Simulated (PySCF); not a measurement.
Compound: HCl.
Cartesian coordinates in Å at the GFN2-xTB level; atoms count from 1:
```
atom  x, y, z in Å
Cl1    0.6399   -0.0028   -0.0030
H2    -0.6372    0.0041   -0.0112
```

Computed with PBE0/pcSseg-1 in PySCF (dipole) on a GFN2-xTB geometry, gas phase.

Masses are those of the commonest isotopes; rigid-rotor values at the optimised geometry. 

(1) What are the moment of inertia and the rotational constant?

(2) List the first levels of a rigid rotor in a Σ state.

(3) Where do the first rotational lines fall?

(4) Estimate the classical rotational partition function at 200 K and 500 K.

## Answers

(1) I = 1.598 u·Å², B = 505379 MHz·u·Å²/I = 316280 MHz (10.5500 cm⁻¹, or 15.179 K as hB/k). For two atoms I = μr² with μ = 0.9796 u and r = 1.2772 Å.

(2) E(J) = BJ(J+1): J = 1: 21.100, J = 2: 63.300, J = 3: 126.600, J = 4: 210.999, J = 5: 316.499, J = 6: 443.099 cm⁻¹.

(3) The dipole is 1.46 D; J+1 ← J lies at 2B(J+1): 1 ← 0 at 632.56 GHz, 2 ← 1 at 1265.12 GHz, 3 ← 2 at 1897.68 GHz, 4 ← 3 at 2530.24 GHz, 5 ← 4 at 3162.80 GHz, 6 ← 5 at 3795.36 GHz.

(4) Point group C∞v, symmetry number σ = 1; q = kT/(σhB), k/h = 20836.6 MHz/K: 13.2 at 200 K, 32.9 at 500 K.

GFN2-xTB frequencies: not computed here. Constants of a rigid frame at the computed geometry: no zero-point averaging, no centrifugal distortion.
